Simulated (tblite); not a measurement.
Compound: C₄H₃N₂ (doublet state).
Bonds: C1–C2 (double), C2–C3, C3–N4 (double), N4–C5, C5–N6 (double), C2–C5. Hydrogens: H7, H8 on C1; H9 on C3.
Bond orders are those of one Lewis drawing.

Computed with GFN2-xTB (tblite), gas phase: L-BFGS steps from a force-field or distance-geometry start until the largest atomic force falls under 0.01 eV/Å.

Geometry at step 0:
```
atom  x, y, z in Å
C1      0.8103    0.9625    0.7280
C2      0.0775    0.0676    0.0838
C3     -0.3071   -1.3397    0.2339
N4     -1.0042   -1.2770   -0.8820
C5     -0.7120    0.0716   -1.1466
N6     -0.9826    0.9435   -2.0482
H7      1.2858    0.6662    1.6466
H8      0.9341    1.9939    0.3738
H9     -0.0883   -2.0826    0.9854
```

Question: Give the atomic forces at this geometry.

Answer: 
```json
{"atom": "C1", "Fx (eV/Å)": "-0.033", "Fy (eV/Å)": "0.410", "Fz (eV/Å)": "-0.147"}
{"atom": "C2", "Fx (eV/Å)": "1.351", "Fy (eV/Å)": "0.505", "Fz (eV/Å)": "1.781"}
{"atom": "C3", "Fx (eV/Å)": "-0.221", "Fy (eV/Å)": "1.365", "Fz (eV/Å)": "-0.984"}
{"atom": "N4", "Fx (eV/Å)": "-0.502", "Fy (eV/Å)": "-2.269", "Fz (eV/Å)": "0.432"}
{"atom": "C5", "Fx (eV/Å)": "-1.258", "Fy (eV/Å)": "3.851", "Fz (eV/Å)": "-4.136"}
{"atom": "N6", "Fx (eV/Å)": "0.904", "Fy (eV/Å)": "-3.289", "Fz (eV/Å)": "3.240"}
{"atom": "H7", "Fx (eV/Å)": "0.150", "Fy (eV/Å)": "0.150", "Fz (eV/Å)": "0.097"}
{"atom": "H8", "Fx (eV/Å)": "-0.097", "Fy (eV/Å)": "-0.683", "Fz (eV/Å)": "0.189"}
{"atom": "H9", "Fx (eV/Å)": "-0.294", "Fy (eV/Å)": "-0.040", "Fz (eV/Å)": "-0.473"}
```

The largest, 5.79 eV/Å, acts on C5; the rms over all components is 1.615 eV/Å. The forces sum to zero within rounding, as they must for an isolated molecule in no field.

Question: Give the force on C5 in Eh/bohr and in nN.

Answer: 5.790 eV/Å ÷ 51.422 = 0.11259 Eh/bohr, and 5.790 eV/Å × 1.602 = 9.28 nN.

Question: How far is this geometry from the end of the optimisation?

Answer: 0.416 eV above it, and 0.063 Å rms away after alignment. The bonds farthest from their final lengths, with half the difference of the two atoms' forces along the bond (positive lengthens):

```
 bond  now (Å)  final (Å)  force along bond (eV/Å)
C2–C5    1.462      1.546                    +3.20
C5=N6    1.283      1.202                    -5.25
N4–C5    1.405      1.465                    +3.29
C3=N4    1.317      1.291                    -0.61
C1–H8    1.098      1.077                    -0.57
C2–C3    1.467      1.449                    -0.35
```

The angle farthest from its final value is N4–C3–H9, 136.9° against 127.9°.

Of the 6 listed bonds off by 0.010 Å or more, this force points towards the final length in 6.

What follows is the cost of the whole relaxation. Hardware: one thread of an Arm Neoverse V1 (shared host). Cost: under 0.1 s of wall time.
